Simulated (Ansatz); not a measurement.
CH₂, triplet in aug-cc-pVDZ: errors against full CI

Geometry: that of the CH2⁻, doublet, kept fixed.

```yaml
atoms:
  - { symbol: C, position_ang: [0.0000, -0.1029, 0.0000] }
  - { symbol: H, position_ang: [0.0000, 0.6132, -0.8679] }
  - { symbol: H, position_ang: [0.0000, 0.6132, 0.8679] }
```

Basis aug-cc-pVDZ; Ansatz 0.2.0. Only valence electrons are correlated (noble-gas cores frozen), which leaves 6 electrons in 40 orbitals. Prefix R: restricted or restricted open-shell reference; prefix U: unrestricted. Active spaces: valence = (6e, 6o) chosen from the atoms' valence shells.

Full CI is exact within this basis and frozen core; it isn't the basis-set limit. The frozen core follows each run's orbitals, which can shift R against U totals by a few meV.

For open shells CISD and CISDTQ are restricted-active-space CI with the open shells as a complete middle space.

The UHF ⟨S²⟩ is 2.013, the T1 diagnostic (RCCSD) is 0.0193 and the largest doubles amplitude (RCCSD) is 0.037. The T1 diagnostic (UCCSD) is 0.0129.

| level | E − E(full CI) (meV) | share of correlation (%) | wall time |
| --- | --- | --- | --- |
| RHF | 3438 | 0.00 | – |
| UHF | 3332 | 3.08 | – |
| RMP2 | 662 | 80.75 | – |
| UMP2 | 655 | 80.96 | – |
| CISD | 160 | 95.35 | 0.82 s |
| RCCSD | 85 | 97.54 | – |
| UCCSD | 83 | 97.58 | – |
| RCCSD(T) | 17 | 99.52 | 0.85 s |
| UCCSD(T) | 16 | 99.53 | 0.82 s |
| BCCD(T) | 17 | 99.51 | 1.1 s |
| RCCSDT | 3 | 99.92 | – |
| UCCSDT | 2 | 99.94 | – |
| CISDTQ | 2 | 99.95 | 2.2 s (H100) |
| RCCSDT(Q) | 0 | 99.99 | 14 s |
| UCCSDT(Q) | 0 | 100.01 | 13 s |
| RCCSDTQ | 0 | 100.00 | 6 s (H100) |
| UCCSDTQ | -1 | 100.02 | 6 s (H100) |
| CASSCF (valence space) | 2322 | 32.47 | – |
| NEVPT2 (valence space) | 569 | 83.46 | 0.49 s |
| NEVPT4(SD) (valence space) | 74 | 97.86 | 0.85 s |
| MRCISD (valence space) | 96 | 97.21 | – |
| MRCISD+Q (valence space) | 14 | 99.59 | 0.94 s |

The correlation energy at full CI, counted from RHF, is -3.438 eV. That run took 3.3 s on 5 threads of AMD EPYC 7R13 with a whole H100 80 GB, shared host over 24,309,054 determinants.

Times hold each run's SCF and search for its determinant on a shared host, so for small cases they say little of a method's own cost; rows without a card ran on 1 thread of AMD EPYC 7R13.

The full-CI state has the irrep B1 of C2v, in the program's axes.

Natural occupations of full CI about the gap: 1.962 1.949 0.992 0.988 0.029 0.023 0.008 0.008 0.008 0.007; effectively unpaired electrons, Σ n²(2−n)², 2.02.
